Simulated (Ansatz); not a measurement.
```yaml
crystal:
  periodic: [false, false, false]
  atoms:
    - {symbol: Si, position_ang: [-0.240247, 0.214394, -0.210251]}
    - {symbol: S, position_ang: [1.730736, -0.309945, 0.266533]}
    - {symbol: S, position_ang: [0.066736, -1.347206, 1.151438]}
    - {symbol: H, position_ang: [-0.743894, -0.126035, -1.556382]}
    - {symbol: H, position_ang: [-0.763429, 1.495092, 0.307161]}
basis:
  gaussian: {orbitals: def2-TZVPD}
total_charge: 1
magnetization: {spin_polarized: true, initial_magnetization: 1}
hamiltonian: {xc: {name: wB97}, pseudopotentials: {relativity: scalar}}
accuracy: high
output: {forces: true}
```

```sh
$ ansatz run in.yaml --threads 2 --pin off --events-out ev --progress --plain --max-ram 4352MiB
```

It prints (some lines left out):

```
Functional definition: wB97
2443 factors; integrals over basis functions are off by at most 4.1e-9 eV
718 factors; integrals over basis functions are off by at most 2.2e-9 eV
mean field evaluation 1: about -29640.1201 eV, gradient 9.8e0 eV
mean field evaluation 2: about -29640.6001 eV, gradient 4.4e0 eV
mean field evaluation 4: about -29640.6823 eV, gradient 2.7e-1 eV
mean field evaluation 8: about -29640.6837 eV, gradient 1.4e-2 eV
mean field evaluation 16: about -29640.6837 eV, gradient 9.3e-5 eV
mean field -29640.68374859 eV, -1089.2750365835 hartree, gradient 5.9e-8 eV, S^2 0.763176; 1 other end points of the search recorded, 0 dependent functions left out
reference -29640.68374690 eV, -1089.2750365215 hartree; 24, 23 occupied and 129, 130 virtual orbitals, 2443 factors
Total energy: -29640.68374690 eV, -1089.2750365215 hartree
Relativity: scalar
Atom 0 at    -0.240247     0.214394    -0.210251 Å, force    -1.334861     1.222335    -1.077322 eV/Å
Atom 1 at     1.730736    -0.309945     0.266533 Å, force    -1.563700    -1.657762     1.425756 eV/Å
Atom 2 at     0.066736    -1.347206     1.151438 Å, force     2.451295     0.844990    -0.709407 eV/Å
Atom 3 at    -0.743894    -0.126035    -1.556382 Å, force     0.223119    -0.162645     0.228932 eV/Å
Atom 4 at    -0.763429     1.495092     0.307161 Å, force     0.224147    -0.246918     0.132042 eV/Å
Dipole moment:    -0.181763     0.166441    -0.146695 e Å
```

Run time 42 s (2 threads of an Arm Neoverse V2 on a shared host); peak host memory 1.1 GiB.
